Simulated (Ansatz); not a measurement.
## singlet CHCl: levels of theory in one basis

```csv
atom,x (Å),y (Å),z (Å)
Cl,0.0149,0.4765,-1.1516
C,-0.0284,-0.5122,0.1345
H,-0.0233,0.1246,1.0766
```

Basis set: def2-SVP (spherical functions). Frozen core: 6 orbitals. Charge 0, multiplicity 1.

Computed with Ansatz (development build ahead of 0.2.0); each method stands on the lowest determinant of its kind that the runs found.

```json
{"method": "RHF", "E − E(RHF) (eV)": "0.00", "<S²> of the determinant": "0.00"}
{"method": "UHF", "E − E(RHF) (eV)": "-0.36", "<S²> of the determinant": "0.66"}
{"method": "RHF-MP2", "E − E(RHF) (eV)": "-6.69", "<S²> of the determinant": "–"}
{"method": "UHF-MP2", "E − E(RHF) (eV)": "-6.68", "<S²> of the determinant": "0.66"}
{"method": "RHF-CCSD(T)", "E − E(RHF) (eV)": "-7.74", "<S²> of the determinant": "–"}
{"method": "UHF-CCSD(T)", "E − E(RHF) (eV)": "-7.71", "<S²> of the determinant": "0.66"}
```

Problem. Is a single determinant a sound starting point here?

Solution. It is doubtful. Unrestricted orbitals lower Hartree–Fock by 0.36 eV and <S²> is 0.66 where a pure state has 0.00, a sign of strong static correlation.

Caution for RHF, RHF-MP2, RHF-CCSD(T): an unrestricted determinant lies well below. Caution for UHF, UHF-MP2, UHF-CCSD(T): the unrestricted determinant is spin contaminated. Caution for UHF-MP2, UHF-CCSD(T): a plain start can end on a higher determinant.
